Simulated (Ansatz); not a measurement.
**How far each method lies from full CI for B$_{2}$H, doublet**

Geometry: a point of a breathe scan, not a stationary point.

```xyz
3

B     0.0000    0.0000    0.2717
B     0.0000    0.0000   -3.3234
H     0.0000    0.0000    3.0517
```

Basis 6-31G; Ansatz 0.2.0. Correlated methods freeze the noble-gas cores, which leaves 7 electrons in 18 orbitals. R marks a restricted (for open shells ROHF) determinant, U an unrestricted one. Active spaces: pair = (3e, 3o) about the gap; valence = (7e, 9o) chosen from the atoms' valence shells.

Full CI is exact within this basis and frozen core; it isn't the basis-set limit. The frozen core follows each run's orbitals, which can shift R against U totals by a few meV.

Unrestricted rows (U) aren't spin-pure: their determinants' ⟨S²⟩ exceeds S(S+1) by up to 0.92, so they mix in states of higher spin. For open shells CISD and CISDTQ are restricted-active-space CI with the open shells as a complete middle space.

- UHF ⟨S²⟩: 1.675
- T1 diagnostic (RCCSD): 0.0649
- largest doubles amplitude (RCCSD): 0.473
- T1 diagnostic (UCCSD): 0.0745

```json
{"level": "UHF", "E − E(RHF) (eV)": "-1.9371"}
{"level": "RMP2", "E − E(RHF) (eV)": "-2.4242"}
{"level": "UMP2", "E − E(RHF) (eV)": "-3.2355"}
{"level": "RCCSD*", "E − E(RHF) (eV)": "-4.4704"}
{"level": "UCCSD", "E − E(RHF) (eV)": "-4.4751"}
{"level": "RCCSD(T)*", "E − E(RHF) (eV)": "-4.5787"}
{"level": "UCCSD(T)", "E − E(RHF) (eV)": "-4.5371"}
```

**Question.** Estimate how far full CI in 6-31G lies from RCCSD(T). The table doesn't fix it; the size of (T) and the diagnostics are the guide.

**Answer.** Full CI in 6-31G lies 0.30 mEh below RCCSD(T), which is 8 % of the (T) step (-3.98 mEh). T1 is raised, a doubles amplitude is large, but (T) still catches most of what CCSD lacks.

The other levels:

```json
{"level": "CISD", "E − E(full CI) (mEh)": "27.17", "share of correlation (%)": "83.88", "wall time": "0.66 s"}
{"level": "BCCD(T)*", "E − E(full CI) (mEh)": "0.93", "share of correlation (%)": "99.45", "wall time": "2 s"}
{"level": "RCCSDT*", "E − E(full CI) (mEh)": "0.08", "share of correlation (%)": "99.95", "wall time": "–"}
{"level": "UCCSDT", "E − E(full CI) (mEh)": "0.12", "share of correlation (%)": "99.93", "wall time": "–"}
{"level": "CISDTQ", "E − E(full CI) (mEh)": "1.66", "share of correlation (%)": "99.02", "wall time": "4.5 s"}
{"level": "RCCSDT(Q)*", "E − E(full CI) (mEh)": "0.20", "share of correlation (%)": "99.88", "wall time": "7 s"}
{"level": "UCCSDT(Q)", "E − E(full CI) (mEh)": "-0.06", "share of correlation (%)": "100.04", "wall time": "12 s"}
{"level": "RCCSDTQ*", "E − E(full CI) (mEh)": "0.01", "share of correlation (%)": "100.00", "wall time": "47 s"}
{"level": "UCCSDTQ", "E − E(full CI) (mEh)": "0.02", "share of correlation (%)": "99.99", "wall time": "62 s"}
{"level": "CASSCF (pair space)", "E − E(full CI) (mEh)": "88.24", "share of correlation (%)": "47.65", "wall time": "–"}
{"level": "NEVPT2 (pair space)", "E − E(full CI) (mEh)": "40.53", "share of correlation (%)": "75.96", "wall time": "0.6 s"}
{"level": "MRCISD (pair space)", "E − E(full CI) (mEh)": "6.25", "share of correlation (%)": "96.29", "wall time": "–"}
{"level": "MRCISD+Q (pair space)", "E − E(full CI) (mEh)": "-2.90", "share of correlation (%)": "101.72", "wall time": "0.84 s"}
{"level": "CASSCF (valence space)", "E − E(full CI) (mEh)": "18.45", "share of correlation (%)": "89.05", "wall time": "–"}
{"level": "NEVPT2 (valence space)", "E − E(full CI) (mEh)": "7.64", "share of correlation (%)": "95.47", "wall time": "3.7 s"}
{"level": "MRCISD (valence space)", "E − E(full CI) (mEh)": "0.39", "share of correlation (%)": "99.77", "wall time": "–"}
{"level": "MRCISD+Q (valence space)", "E − E(full CI) (mEh)": "0.14", "share of correlation (%)": "99.92", "wall time": "5.5 s"}
{"level": "MRCISD+Q(relaxed) (valence space)", "E − E(full CI) (mEh)": "-0.19", "share of correlation (%)": "100.11", "wall time": "7 s"}
```

An asterisk marks runs whose energy the program itself flagged as in doubt.

The correlation energy at full CI, counted from RHF, is -4.587 eV. That run took 21 s on 1 thread of Arm Neoverse V1, shared host over 624,320 determinants.

Times hold each run's SCF and search for its determinant on a shared host, so for small cases they say little of a method's own cost; they ran on 1 thread of Arm Neoverse V1.

Not variational, and here over 5 meV under the exact energy: MRCISD+Q (pair space), MRCISD+Q(relaxed) (valence space).

The full-CI state has the irrep B1 of C2v, in the program's axes (one component, if the state is degenerate).

Natural occupations of full CI about the gap: 1.890 1.880 1.529 0.978 0.451 0.072 0.070 0.054 0.053 0.008; effectively unpaired electrons, Σ n²(2−n)², 2.16. No single determinant describes this state well, so single-reference rows can miss without a flag.
